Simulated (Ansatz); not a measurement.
Basis-set extrapolation for C$_{4}$H$_{10}$O (`CCCOC`) (PBE0-D4/def2-TZVP geometry, frozen core, Ansatz 0.2.0). Multiplicity 1, RHF reference.

|  | def2-TZVPP | def2-QZVPP |
| --- | --- | --- |
| HF | -232.234894 | -232.246099 |
| MP2 correlation | -0.943791 | -1.007008 |
| CCSD(T) correlation | -1.031844 | not run |

Energies in hartree. Use E(X) = E(∞) + A·exp(−7.88·√X) for Hartree–Fock and E(X) = E(∞) + B·X^(−2.97) for correlation, with X = 3 and 4, and add CCSD(T) minus MP2 of the smaller set to the MP2 limit.

Problem. What is the CCSD(T) energy at the basis-set limit?

Solution. HF limit: -232.246099 + (-0.011205) × 0.13774 = -232.24764. MP2 limit: -1.007008 + (-0.063217) × 0.74074 = -1.05384. Higher-order term: -1.031844 − (-0.943791) = -0.08805. Total: -233.38953 hartree, 3.34 eV below CCSD(T)/def2-TZVPP.
